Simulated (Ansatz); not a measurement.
**AlH+ (doublet): the correlation ladder, cc-pVQZ**

One table from this session's results is given with a row withheld; the runs are named, their logs left out.

Computed with Ansatz 0.2.0, Gaussian basis. Level: cc-pVQZ, core rule «outside noble gas», up to 5 orbitals frozen.

To be run: UHF; CCSD(T) on ROHF; CCSD(T) on UHF; BCCD(T) on ROHF; CCSDT on ROHF; CCSDT on UHF; CASSCF and MRCISD+Q, 3 electrons in 5 orbitals; CASSCF and NEVPT2, 3 electrons in 5 orbitals; Full CI.

10 further runs of the same task are left out: 2 for a known fault of the program, 2 that didn't finish, 6 set aside as unsound or not needed.

## The system

The geometry is a PBE0/def2-TZVP stationary point (not a proven minimum) of the parent state, kept for this charge and spin.

2 atoms, charge 1, spin multiplicity 2.

Atoms are counted from 1 here; the program's logs count them from 0.

Bond lengths: Al1–H2 1.665 Å.

Coordinates:

```xyz
2

Al    0.0000    0.0000    0.0000
H     0.0000    0.0000    1.6649
```

The first run:

in.yaml reads:

```yaml
crystal:
  periodic: [false, false, false]
  atoms:
    - {symbol: Al, position_ang: [0.000000, 0.000000, 0.000000]}
    - {symbol: H, position_ang: [0.000000, 0.000000, 1.664886]}
basis:
  gaussian: {orbitals: cc-pVQZ}
total_charge: 1
magnetization: {spin_polarized: true, initial_magnetization: 1}
hamiltonian: {xc: hf}
output: {orbitals: {seedname: orbitals}}
```

On the command line:

```bash
ansatz run in.yaml --threads 1 --pin off --events-out ev --progress --plain --max-ram 2393MiB
```

Steps of the session up to this table: UHF; CCSD(T) on ROHF; CCSD(T) on UHF; BCCD(T) on ROHF; CCSDT on ROHF; CCSDT on UHF; CASSCF and MRCISD+Q, 3 electrons in 5 orbitals; CASSCF and NEVPT2, 3 electrons in 5 orbitals; Full CI.

One table of the session follows, with a row left open; its other results are not shown here.

It belongs to the step «Misses and costs». 

```
          method  from FCI (kJ/mol)
            ROHF             +141.1
             UHF             +127.5
            RMP2              +37.7
            UMP2              +35.1
           RCCSD               +3.2
           UCCSD                  ?
        RCCSD(T)               +0.7
        UCCSD(T)               +0.5
         BCCD(T)               +0.7
          RCCSDT                0.0
          UCCSDT               -0.1
  CASSCF valence              +56.5
  NEVPT2 valence              +15.1
  MRCISD valence               +1.3
MRCISD+Q valence               +0.5
             FCI                  0
```

**Question.** Estimate the row for UCCSD.

The run gave: from FCI (kJ/mol): +2.3. In the column «from FCI (kJ/mol)» it lies between MRCISD valence (+1.3) and RCCSD (+3.2).

Caveats from the session: Levels on UHF freeze UHF's core orbitals, full CI those of ROHF, so the U rows can settle a little off it for that reason alone. Restricted and unrestricted rows rest on different reference determinants; where their highest levels disagree by more than a few hundredths of an eV, they describe different states and don't form one ladder.
